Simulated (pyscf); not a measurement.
H₃C–N(CH₃)–SiH₂–OH + hydrogen (H₂) → H₃C–N(CH₃)–SiH₃ + water (H₂O), a four-centre exchange (singlet surface; O–Si, H–H broken, H–Si, H–O formed). Structures and frequencies: ωB97X-D3(BJ)/def2-SVP in PySCF. Energies in kJ/mol from the separated reactants.

Small-basis levels: PySCF, no dispersion term, spherical d functions. GFN2-xTB: tblite. Cost: rough CPU time at the saddle relative to B3LYP/6-31G*, from one job on a shared machine.

```tsv
level	barrier	reaction energy	cost
HF/STO-3G	341.9	+38.6	0.03
SVWN5/6-31G*	?	+106.2	1.0
BP86/6-31G*	?	+97.7	1
B3LYP/STO-3G	212.2	+74.7	0.5
B3LYP/3-21G	202.8	+134.8	0.7
M06-2X/6-31G*	225.8	+105.7	3
GFN2-xTB	232.1	+74.7	under 0.02
ωB97M-D3(BJ)/def2-TZVP	?	+91.3	–
```

### Question
Some entries are withheld; supply them.

### Answer

- SVWN5/6-31G*, barrier: 144.3
- BP86/6-31G*, barrier: 199.1
- ωB97M-D3(BJ)/def2-TZVP, barrier: 215.3

Against the last row the barrier runs from -71.0 (SVWN5/6-31G*) to +126.5 kJ/mol (HF/STO-3G). ωB97M-D3(BJ)/def2-TZVP has limits of its own. This is the saddle that the search found; another between the same sides may lie lower.
